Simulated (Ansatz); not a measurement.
## Isomers

Structures of C$_{2}$H$_{4}$B (charge +1), singlet, relaxed at PBE0-D4/def2-TZVP (vibrations not checked; lower isomers may exist, and structures with a doubtful reference or unclear bonds are left out). Program: Ansatz 0.2.0. Basis: def2-TZVPP. Cores are frozen in the correlated methods. B3LYP uses VWN-RPA correlation.

Question: Rank them by CCSD(T) energy, lowest first, and give each one's height above the lowest. Links in brackets join atoms within 1.22 times the sum of their covalent radii (1.1 for two metals). (To be estimated.)
A.
C₂H₄B ([CH2][B][CH2]), total charge +1
```
7
angstrom
C -1.4856 -1.2511 -0.0391
B -0.5053 -0.2301 0.1095
C 0.4750 0.7907 0.2596
H -1.9556 -1.4739 -0.9978
H 0.8117 1.4041 -0.5770
H 0.9423 1.0136 1.2196
H -1.8188 -1.8651 0.7985
```
B.
C₂H₄B ([BH][CH][CH2]), total charge +1
```
7
angstrom
B -1.0299 -0.1076 -1.0078
C -0.2892 0.6852 -0.0603
C 0.7251 0.0090 0.5391
H -1.5851 -0.8164 -1.7632
H -0.5001 1.7266 0.1720
H 1.3620 0.4931 1.2755
H 0.9517 -1.0318 0.3207
```
C.
C₂H₄B ([H]1[CH]2[BH][CH]12), total charge +1
```
7
angstrom
B -0.7398 -0.3538 -0.4021
C 0.3437 0.5802 -0.6944
C 0.2006 0.0314 0.6462
H -1.6783 -0.9634 -0.7519
H 0.9267 1.2425 -1.3384
H 0.6067 0.0149 1.6601
H 1.0747 0.8246 0.2739
```

Answer: Computed: B (0.00 kcal/mol), A (16.02 kcal/mol), C (40.31 kcal/mol). Heights count from the lowest.

Question: Do PBE-D4, r2SCAN-D4, PBE0-D4, B3LYP-D4, wB97M-V, HF, MP2 give the same order? (A judgement: the text doesn't fix the answer.)

Answer: Computed: All do.

No T1 diagnostic of these runs exceeds 0.027. The T1 diagnostic is large here, which may signal multireference character or strong orbital relaxation, so CCSD(T) is less sure. The restricted Hartree–Fock reference is unstable towards an unrestricted one at one or more of these structures. A large double-excitation amplitude points to some diradical character; no triplet was computed.

For scale, one of the runs: CCSD(T)/def2-TZVPP, 149 basis functions, launched by `ansatz run in.yaml --threads 2 --pin off --events-out ev --progress --plain --max-ram 4352MiB`. Hardware: 2 CPU threads of an Arm Neoverse V1, shared host. Wall time 11 s; peak host memory 0.95 GiB.
